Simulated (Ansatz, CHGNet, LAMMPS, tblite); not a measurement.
## How well does each level of theory give the TA phonon frequency at X of zinc-blende ZnSe?

Reference value: 70 cm⁻¹ (measured, temperature not stated, no zero-point or thermal correction; as tabulated in Talwar et al. (2016), doi:10.1080/14686996.2016.1222495).

### Question
What do ionic model grunwald2012, GFN2-xTB, CHGNet 0.3.0, PBE, PBE0 give, and how far is each from the reference?

### Answer

| level (code) | value (cm⁻¹) | cell (Å³/atom) | difference (%) |
|---|---|---|---|
| ionic model grunwald2012 (rigid ions, LAMMPS) | 109 | 25.07 | +56 |
| GFN2-xTB (tblite) | 66 | 25.55 | -5.7 |
| CHGNet 0.3.0 | 77 | 23.67 | +10.0 |
| PBE (Ansatz) | 68 | 23.55 | -2.9 |
| PBE0 (Ansatz) | 73 | 23.09 | +4.3 |

Once the reference is moved by up to 3.0 % (a margin picked here for doubts on the reference and the settings, and for temperature and zero-point motion) and values within 1.0 % count as equal, the nearest can be PBE (-2.9 %) or PBE0 (+4.3 %). Among them ionic model grunwald2012 (+56 %) misses by most.

The measured value isn't corrected to a static lattice, so vibrations enter the comparison.  GFN2-xTB: the method was fitted mainly to molecules. GFN2-xTB: the run uses a supercell at the zone centre in place of a k mesh. Each level is taken at its own relaxed cell. K meshes differ between the levels. Ansatz's density-functional and Hartree–Fock values are scalar-relativistic unless marked +SOC, with PAW data made under PBE.

Empirical potentials (ionic model grunwald2012) are fitted to chosen data: where that held the value shown, agreement is built in, and what lay outside the fit can be far off. Machine-learned potentials (CHGNet 0.3.0) are trained on DFT data: a solid inside that data is no test of them.

Differences are worked out from the printed values.

Ansatz is a first-principles code.
